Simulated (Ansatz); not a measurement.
Results of r²SCAN-D4 in Ansatz (PAW) for anatase TiO2 (metastable phase).

Settings: plane-wave cutoff 560 eV, 12×12×12 k mesh, Fermi–Dirac smearing 0.01 eV, no spin polarisation, scalar-relativistic PAW data made under PBE.

Energies at three volumes about the minimum:

```csv
V (Å³/atom),E − E_lowest (meV/atom)
11.096,2.76
11.322,0.00
11.549,2.63
```

Task: Fit a parabola by hand: where is the minimum, and what is the bulk modulus?

Result: Slopes: (0.00 − 2.76)/(11.322 − 11.096) = -12.212 and (2.63 − 0.00)/(11.549 − 11.322) = 11.586 meV/Å³. Curvature E″ = 2 × (11.586 − (-12.212))/(11.549 − 11.096) = 105.068 meV/Å⁶. From the middle of the first interval, the slope vanishes at V0 = 11.2090 − (-12.212)/105.068 = 11.325 Å³/atom. B = V0 E″ = 11.325 × 105.068 meV/Å³ × 0.1602 GPa per meV/Å³ = 191 GPa. The full Birch–Murnaghan fit to all volumes gives V0 = 11.322 Å³/atom and B0 = 191 GPa.

Shape and atoms are relaxed at each volume.

Note: the bulk modulus comes from volumes at which shape and atoms were relaxed.

Ansatz is an electronic-structure program.
